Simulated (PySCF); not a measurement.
Species: C₃H₆NS (doublet state).
Geometry (GFN2-xTB, Å), atoms numbered from 1 in this order:
```
atom  x, y, z in Å
C1    -1.8357   -0.0661    0.3159
C2    -0.4612    0.1798    0.7739
C3     0.6232   -0.2202   -0.2014
N4     1.8712    0.1273    0.1628
S5     0.3676   -1.0442   -1.5891
H6    -2.6320    0.5866    0.6101
H7    -2.0430   -0.9002   -0.3232
H8    -0.2567   -0.4052    1.6898
H9    -0.3271    1.2327    1.0470
H10    2.6361   -0.1241   -0.4411
H11    2.0629    0.6363    1.0093
```

The hyperfine couplings belong to this conformer and change with its torsions.

Identity: `[CH2]CC(N)=S` [radical].

Method: PySCF 2.14.0, UKS B3LYP, pcH-1 on C H N S, non-relativistic, mean-field spin-orbit, GIAO. The structure is a single GFN2-xTB conformer in the gas phase; no vibrational or solvent corrections. GFN2-xTB frequencies show an imaginary mode (78i cm⁻¹), so this geometry is no minimum at that level. A GFN2-xTB geometry isn't a minimum of the functional, and hyperfine couplings can be far from their values at a DFT geometry. No stability test was run, so a lower SCF solution isn't excluded.

The Mulliken spin populations are largest on C1 (+1.09) and C2 (-0.08). No atom but C1 exceeds +0.15. The positive populations add up to 1.18 and the negative ones to -0.18, together 2S = 1. The angles at C1 add up to 360.0°, so it is planar; its axial dipolar tensor and the negative couplings of its protons fit spin in a p orbital normal to that plane.

(1) McConnell's relation a(H) = Q·ρ ties the coupling of a proton on a planar π carbon to the spin population of that carbon. What Q do the computed values give?

(2) How do the β-proton couplings of this frozen conformer go with θ, the angle between the C–H bond and the normal to the plane of the spin centre's three neighbours, both seen down the bond from centre to carbon?

Results:

(1) 
```tsv
H	C	ρ(C)	a(H) (G)	a/ρ (G)
H6	C1	+1.085	-23.29	-21.5
H7	C1	+1.085	-23.51	-21.7
```

These protons share one ρ (within 0.01), so their mean ratio, Q = -21.6 G, is no test of linearity. In McConnell's picture π spin on carbon polarises the C–H bond and leaves opposite spin at the proton, which makes Q negative, as found here.

(2) 
| β H | on | centre | θ (°) | cos²θ | a (G) |
| --- | --- | --- | --- | --- | --- |
| H8 | C2 | C1 | 4 | 1.00 | +50.74 |
| H9 | C2 | C1 | 67 | 0.15 | +10.85 |

Couplings in gauss use g_iso = 2.0026.

Hardware: an Arm Neoverse V2 with one thread, shared host with 96 logical CPUs at a one-minute load of 49. Cost: 26 s wall (grids of density and orbitals included), 0.67 GiB resident at most.
